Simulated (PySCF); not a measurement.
Geometries of 3 isomers of C4H2O2, from PBE0-D3(BJ)/def2-SVP geometry optimisation, gas phase (PySCF 2.14.0). One conformer each, no zero-point energy, no frequencies.

Question: Which is lowest in electronic energy at this level?
A.
```xyz
8
angstrom
C      2.096    0.440   -0.152
C      1.014   -0.049    0.093
C     -0.289   -0.611    0.371
O     -0.480   -1.617    1.011
C     -1.489    0.145   -0.206
O     -1.396    1.148   -0.851
H      3.057    0.872   -0.368
H     -2.459   -0.350    0.052
```
B.
```xyz
8
angstrom
O      2.154   -0.717    0.359
C      1.042   -0.337    0.179
C     -0.302   -0.967   -0.094
C     -0.955    0.218   -0.159
C      0.281    1.040    0.110
O      0.544    2.195    0.218
H     -0.629   -2.002   -0.203
H     -1.998    0.484   -0.339
```
C.
```xyz
8
angstrom
O      2.021   -1.045    0.559
C      1.508   -0.047    0.133
C      0.036    0.080   -0.007
C     -1.096   -0.656   -0.002
C     -1.215    0.761   -0.206
O     -1.861    1.748   -0.394
H      2.099    0.847   -0.172
H     -1.482   -1.675    0.074
```

Answer: B. That is diketocyclobutene, `O=c1ccc1=O`, 27.6 kcal/mol below the next.

| SMILES | atoms numbered as above | E (Eh) | relative (kcal/mol) | relative (kJ/mol) | dipole (D) |
| --- | --- | --- | --- | --- | --- |
| O=c1ccc1=O | [O:1]=[c:2]1[cH:3][cH:4][c:5]1=[O:6] | -303.44605 | 0.0 | 0.0 | 4.25 |
| O=Cc1cc1=O | [O:1]=[CH:2][c:3]1[cH:4][c:5]1=[O:6] | -303.40213 | 27.6 | 115.3 | 1.70 |
| C#CC(=O)C=O | [CH:1]#[C:2][C:3](=[O:4])[CH:5]=[O:6] | -303.39822 | 30.0 | 125.6 | 1.31 |

As drawn, the lowest has a four-membered ring, which the highest lacks.
